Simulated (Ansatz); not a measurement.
# SiHCl + CH₄: a complex and its separated parts

Aim: how far the complex at one end of a reaction step lies below its separated, relaxed parts, level by level.

The runs use Ansatz 0.2.0, Gaussian basis; PBE0-D4/def2-TZVP structures, single points in def2-TZVPP, no counterpoise correction.

Levels: SPW92, PBE-D4, BLYP-D4, r2SCAN-D4, B97M-V, PBE0-D4, B3LYP-D4, r2SCAN0-D4, BHLYP-D4, CAM-B3LYP-D4, wB97X-V, wB97M-V, B2PLYP, PBE-QIDH, RPA on PBE, Hartree-Fock, MP2, CCSD, CCSD(T).

Correlated methods freeze the cores. B3LYP uses VWN-RPA correlation. B2PLYP carries no dispersion term here.

56 further runs of the same task are left out: 56 set aside as unsound or not needed.

### 1 The starting structure

The complex: 8 atoms, charge 0, spin multiplicity 1.

Atoms are counted from 1 here; the program's logs count them from 0.

Bond lengths: Si1–H4 1.527 Å, Si1–Cl5 2.085 Å, C2–H3 1.099 Å, C2–H6 1.089 Å, C2–H7 1.089 Å, C2–H8 1.089 Å. Angles: H4–Si1–Cl5 95.1°, H3–C2–H6 107.3°, H3–C2–H7 108.7°, H3–C2–H8 111.1°, H6–C2–H7 110.5°, H6–C2–H8 109.5°, H7–C2–H8 109.7°.

Coordinates:

```mol
CH5ClSi
  3D, bonds by distance, orders not assigned

  8  6  0  0  0  0  0  0  0  0999 V2000
   -1.0490    1.7259    0.0220 Si  0  0
    0.5411   -0.9270   -0.4785 C   0  0
    0.1521   -0.0906   -1.0763 H   0  0
   -1.8234    0.6445    0.7723 H   0  0
    0.1590    2.2464    1.6401 Cl  0  0
    1.5608   -1.1170   -0.8114 H   0  0
   -0.0862   -1.7999   -0.6512 H   0  0
    0.5457   -0.6823    0.5830 H   0  0
  1  4  8  0
  1  5  8  0
  2  3  8  0
  2  6  8  0
  2  7  8  0
  2  8  8  0
M  END
```

Its parts: SiHCl holds atoms 1, 4, 5; CH₄ holds atoms 2, 3, 6, 7, 8. Each part counts its atoms afresh in its own runs.

### 2 Relaxing SiHCl alone

relax-a/in.yaml reads:

```yaml
crystal:
  periodic: [false, false, false]
  atoms:
    - {symbol: Si, position_ang: [-1.048978, 1.725864, 0.022042]}
    - {symbol: H, position_ang: [-1.823394, 0.644492, 0.772341]}
    - {symbol: Cl, position_ang: [0.158962, 2.246436, 1.640129]}
basis:
  gaussian: {orbitals: def2-TZVP}
hamiltonian: {xc: pbe0, dispersion: d4}
relax: {f_tol: 0.005, max_steps: 200}
```

Launch:

```
> ansatz run in.yaml --threads 2 --pin off --events-out ev --progress --plain --max-ram 4352MiB
```

The runs that follow: Relaxing CH₄ alone; SPW92/def2-TZVPP; PBE-D4/def2-TZVPP; BLYP-D4/def2-TZVPP; r2SCAN-D4/def2-TZVPP; B97M-V/def2-TZVPP; PBE0-D4/def2-TZVPP; B3LYP-D4/def2-TZVPP; r2SCAN0-D4/def2-TZVPP; BHLYP-D4/def2-TZVPP; CAM-B3LYP-D4/def2-TZVPP; wB97X-V/def2-TZVPP; wB97M-V/def2-TZVPP; B2PLYP/def2-TZVPP; PBE-QIDH/def2-TZVPP; RPA on PBE/def2-TZVPP; CCSD(T)/def2-TZVPP; Vibrations of SiHCl; Vibrations of CH₄.

Before running it: what results should come out? Wanted: complex less parts, CCSD(T)/def2-TZVPP; with zero-point energy; largest T1 diagnostic.

**Answer**, as computed:

```
                              quantity        value
complex less parts, CCSD(T)/def2-TZVPP  -4.1 kJ/mol
                with zero-point energy   0.0 kJ/mol
                 largest T1 diagnostic        0.013
```

In words: At CCSD(T) the complex lies 4.1 kJ/mol below its parts. The functionals run from PBE-QIDH, off by -1.5 kJ/mol, to SPW92, off by -17.8 kJ/mol, against CCSD(T). Mean unsigned error by rung: LDA 17.8, GGA 6.2, meta-GGA 4.3, hybrid 4.4, range-separated hybrid 2.9, double hybrid 2.3 kJ/mol. PBE-D4 gives a relative energy 8.1 kJ/mol too low, an error of 198 % of the reference. No counterpoise was applied, and triple zeta lacks some correlation, so the CCSD(T) reference has a basis error of its own, and close matches with it are partly luck. The restricted Hartree–Fock reference is unstable towards an unrestricted one at one or more of these structures.
